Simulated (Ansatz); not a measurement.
Compare A (`FC1=CCC1Cl`) with its isomer B (`C#CC(F)CCl`).

Gas-phase electronic energies from Ansatz, PBE0-D4/def2-TZVP geometries. CBS: MP2 limit from def2 TZ/QZ plus the TZ coupled-cluster correction, frozen cores. Functionals use def2-TZVPP. B3LYP here is the variant with VWN-RPA as its local correlation; programs differ in this. Each species was taken in one conformer, which may not be the lowest.

A:

Z-matrix (Å, degrees):
```
C
C 1 1.556
C 1 1.515 2 86.6
H 1 1.090 2 112.5 3 116.1
H 1 1.093 2 114.4 3 -117.5
Cl 2 1.778 1 116.4 3 -119.6
C 2 1.486 1 84.6 3 -2.4
H 2 1.090 1 115.1 3 114.0
H 3 1.080 1 133.2 2 -175.6
F 7 1.315 2 128.7 1 -179.2
```

B:

```xyz
10

C     0.4327    1.3833   -1.7820
C     0.1663    0.4525   -1.0762
C    -0.1600   -0.6675   -0.2090
F     0.7176   -1.7161   -0.4396
C    -0.0574   -0.3300    1.2697
Cl   -1.3087    0.8329    1.7329
H     0.6700    2.2090   -2.4110
H    -1.1693   -1.0285   -0.4331
H    -0.2066   -1.2380    1.8517
H     0.9155    0.1024    1.4965
```

Which is lower in electronic energy at CCSD(T)/CBS, and by how much? (Estimate.)

Computed: A, by 10.1 kcal/mol.

Give E(B) − E(A) in kcal/mol with HF/def2-TZVPP, B2PLYP, B3LYP, ωB97M-V, CCSD(T)/def2-TZVPP, B3LYP-D4, r2SCAN-D4. (Best estimate.)

The calculation gave: HF/def2-TZVPP 6.0, B2PLYP 8.8, B3LYP 9.5, ωB97M-V 12.1, CCSD(T)/def2-TZVPP 10.2, B3LYP-D4 10.2, r2SCAN-D4 14.0. None reverses the order clearly.

Largest T1 diagnostic: 0.011.

From PBE to PBE0 (25 % exact exchange), in def2-TZVPP and without D4, E(B) − E(A) moves by +0.8 kcal/mol. In def2-TZVPP, CCSD(T) changes the Hartree–Fock value by +4.1 kcal/mol (the triples alone add +0.6 kcal/mol) and MP2 by +3.9 kcal/mol.
